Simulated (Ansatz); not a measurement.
Program: Ansatz. Geometries: PBE0-D4/def2-TZVP. ΔE: electronic, gas phase. CCSD(T)/CBS is the MP2 limit (def2-TZVPP, def2-QZVPP) plus CCSD(T) − MP2 in def2-TZVPP, frozen cores. Functionals use def2-TZVPP. B3LYP here is the variant with VWN-RPA as its local correlation; programs differ in this. HSE06 is defined as in plane-wave codes. One conformer a species, not always the lowest.

Reaction (isomerisation): `C/C(O)=C/N` → `CCNC=O`

`C/C(O)=C/N`:

Cartesian coordinates in Å:
```
C -0.231 1.794 0.147
C 0.244 0.394 0.047
O 1.584 0.266 0.101
C -0.538 -0.683 -0.087
N 0.107 -1.956 -0.166
H 0.189 2.395 -0.665
H -1.318 1.838 0.096
H 0.101 2.241 1.088
H 1.733 -0.695 0.024
H -1.618 -0.586 -0.132
H -0.087 -2.432 -1.038
H -0.167 -2.574 0.587
```

`CCNC=O`:

```xyz
12

C     1.452   -0.067   -0.481
C     0.256   -0.744    0.165
N    -0.691    0.192    0.728
C    -1.726    0.691    0.020
O    -2.004    0.383   -1.117
H     2.136   -0.813   -0.893
H     1.126    0.584   -1.293
H     2.005    0.535    0.244
H     0.576   -1.426    0.957
H    -0.287   -1.332   -0.577
H    -0.522    0.574    1.643
H    -2.320    1.422    0.602
```

```json
{"level": "LDA (SPW92)", "ΔE (kcal/mol)": "-12.1", "difference from CCSD(T)/CBS": "1.8"}
{"level": "PBE0-D4", "ΔE (kcal/mol)": "-15.0", "difference from CCSD(T)/CBS": "-1.1"}
{"level": "r2SCAN0-D4", "ΔE (kcal/mol)": "-15.3", "difference from CCSD(T)/CBS": "-1.4"}
{"level": "HSE06-D4", "ΔE (kcal/mol)": "-14.9", "difference from CCSD(T)/CBS": "-1.0"}
{"level": "BHLYP-D4", "ΔE (kcal/mol)": "-16.0", "difference from CCSD(T)/CBS": "-2.1"}
{"level": "PBE-QIDH", "ΔE (kcal/mol)": "-15.2", "difference from CCSD(T)/CBS": "-1.3"}
{"level": "PBE", "ΔE (kcal/mol)": "-15.6", "difference from CCSD(T)/CBS": "-1.7"}
{"level": "revPBE", "ΔE (kcal/mol)": "-16.8", "difference from CCSD(T)/CBS": "-2.9"}
{"level": "B3LYP", "ΔE (kcal/mol)": "-16.3", "difference from CCSD(T)/CBS": "-2.4"}
{"level": "r2SCAN0", "ΔE (kcal/mol)": "-15.3", "difference from CCSD(T)/CBS": "-1.4"}
{"level": "CAM-B3LYP", "ΔE (kcal/mol)": "-15.9", "difference from CCSD(T)/CBS": "-2.0"}
{"level": "CCSD/def2-SVP", "ΔE (kcal/mol)": "-18.5", "difference from CCSD(T)/CBS": "-4.6"}
{"level": "MP2/def2-TZVPP", "ΔE (kcal/mol)": "-15.2", "difference from CCSD(T)/CBS": "-1.3"}
{"level": "SCS-MP2/def2-TZVPP", "ΔE (kcal/mol)": "-16.2", "difference from CCSD(T)/CBS": "-2.3"}
{"level": "SCS-MP2/def2-QZVPP", "ΔE (kcal/mol)": "-15.8", "difference from CCSD(T)/CBS": "-1.9"}
{"level": "HF/CBS(def2)", "ΔE (kcal/mol)": "-18.7", "difference from CCSD(T)/CBS": "-4.8"}
{"level": "CCSD(T)/CBS", "ΔE (kcal/mol)": "-13.9", "difference from CCSD(T)/CBS": "0"}
```

Largest T1 diagnostic among the species: 0.014.

From r2SCAN to r2SCAN0 (25 % exact exchange), in def2-TZVPP and without D4, ΔE moves by +0.8 kcal/mol. At CCSD(T), def2-SVP lies −4.8 kcal/mol from the extrapolated value and def2-TZVPP −0.8 kcal/mol. In def2-TZVPP, CCSD(T) changes the Hartree–Fock value by +3.9 kcal/mol (the triples alone add +0.1 kcal/mol) and MP2 by +3.4 kcal/mol.

CCSD(T)/CBS has its own doubt, a few kJ/mol and more with outer-core shells, so smaller differences from it don't rank the levels.
